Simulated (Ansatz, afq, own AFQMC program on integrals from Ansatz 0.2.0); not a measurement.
Integrals from Ansatz 0.2.0, then the random walk in our own AFQMC program (afq).

```yaml
crystal:
  periodic: [false, false, false]
  atoms:
    - {symbol: B, position_ang: [0.000000, 0.000000, 0.000000]}
    - {symbol: N, position_ang: [0.000000, 0.000000, 1.441900]}
basis:
  gaussian: {orbitals: cc-pVDZ}
total_charge: 1
magnetization: {spin_polarized: true, initial_magnetization: 3}
correlation: {method: ccsd_t, electrons: outside_noble_gas, hamiltonian_folder: ham}
```

```sh
$ ansatz run in.yaml --threads 1 --pin off --events-out ev --progress --plain --max-ram 1843MiB
```

Options of the walk:

```
--method phaseless --trial hf --walkers 160 --populations 1 --least-time 40 --time-step 0.005 --steps-per-block 20 --equilibration-blocks 112 --max-blocks 600 --target-error 0.0009600 --factor-cut 1e-05 --start spin_pure --seed 8165 --taylor-order 6
```

Times are imaginary, in 1/Eh. The walk had a cap of 507 s.

Output of the walk:

```
orbitals 26  electrons 5 2  factors 184 of 269
reference energy -78.65130959 Eh
CCSD correlation -0.14951098 Eh in 12 cycles, weight of the determinant in the CISD state 0.9129
energy of the start -78.651540 Eh
 block  time / (1/Eh)  mean weight  energy / Eh
     1     0.100  1.0015  -78.687390
     2     0.200  1.0003  -78.710174
     3     0.300  1.0018  -78.733331
     4     0.400  0.9999  -78.745691
     5     0.500  1.0004  -78.761552
    10     1.000  0.9993  -78.798163
    86     8.600  0.9984  -78.795124
   171    17.100  0.9999  -78.789938
   222    22.200  0.9998  -78.845466
   256    25.600  0.9995  -78.792783
   341    34.100  1.0009  -78.797780
   426    42.600  0.9995  -78.788751
   443    44.300  0.9992  -78.787410
   511    51.100  0.9998  -78.802024
   596    59.600  0.9982  -78.829020
   681    68.100  1.0010  -78.808702
   698    69.800  1.0015  -78.787739
blocks merged  error / Eh  count
     1  0.000622  600
     2  0.000824  300
     4  0.001074  150
     8  0.001340  75
    16  0.001620  37
    32  0.001856  18
    64  0.002278  9
energy -78.808858 +/- 0.001856 Eh
(rows thinned)
```

The run passed its tests (sampling time, drift between the halves within three errors, error under three times the target), which doesn't prove that it has relaxed.

Against this walk (error 50.5 meV) on the same determinant: CCSD(T) 78.0 meV higher (within the noise), CCSDT(Q) 29.8 meV higher (within the noise), full CI 32.4 meV higher (within the noise), a separate phaseless walk with a CISD trial and standard settings 65.1 ± 51.1 meV higher (within the noise). The error is statistical and leaves out the bias of the constraint.

Cautions: constraint bias not in the error; error above the target (50.5 against 26.1 meV).

The walk took 3 min on 1 thread of Arm Neoverse V1, with other jobs on the host. The log's last line is the phaseless energy.

CCSDT and higher add their correlation energy to the determinant of the CCSD(T) run, since their own runs factorise the integrals more tightly (a shift of under 2 meV). A walk keeps the symmetry of its determinant, which the program's search chose and which needn't be the lowest solution, so a lower state of the same spin and another symmetry isn't excluded.
